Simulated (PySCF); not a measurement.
How well do the runs reproduce experiment for C3H7NO?

**The experiment to reproduce.**

NIST CCCBDB Release 22 (SRD 101), experimental polarizabilities lists, for the gas: mean polarisability 7.809 Å³.

The runs below try to reproduce these values; the comparison stands at the end.

Compound: C₃H₇NO.
Numbering: `[CH3:1][N:2]([CH3:3])[CH:4]=[O:5]` (hydrogens: H6, H7, H8 on C1; H9, H10, H11 on C3; H12 on C4)

Structure used (GFN2-xTB), in Å, numbered top down from 1:
```xyz
12
C3H7NO angstrom
C      1.3413    0.1361    0.1932
N     -0.0762    0.1500   -0.0451
C     -0.7624   -1.1134    0.0825
C     -0.7599    1.2603   -0.3662
O     -1.9490    1.3161   -0.5714
H      1.7491    1.1376    0.0705
H      1.5525   -0.2097    1.2092
H      1.8387   -0.5373   -0.5107
H     -1.8169   -0.9419   -0.1250
H     -0.3630   -1.8386   -0.6303
H     -0.6490   -1.5094    1.0944
H     -0.1040    2.1495   -0.4270
```

Runs made with PySCF (gas phase, on this GFN2-xTB geometry; no spin–orbit coupling):

```
              level                                                                job  basis functions  wall time
CAM-B3LYP/def2-SVPD  8 singlets by full TDDFT, 3 Tamm–Dancoff triplets, polarisability              159       16 s
```

Hardware: one thread, Arm Neoverse V1, no GPU, shared host.

Results beside the measurements:

**Mean polarisability.** Measured: 7.809 Å³ (NIST CCCBDB Release 22 (SRD 101), experimental polarizabilities).

| level | computed (Å³) | computed − measured (Å³) | % (from the printed values) |
| --- | --- | --- | --- |
| CAM-B3LYP/def2-SVPD | 7.451 | -0.358 | -5 |

The computed values are static and purely electronic, with core orbitals frozen in the response (1 au = 0.148185 Å³). The table of measured values doesn't say here whether a value is static or optical, or holds a vibrational part. The measurement averages over conformers, the calculation has one.

The geometry is computed, not the measured one. Where a level misses, the cause wasn't examined.
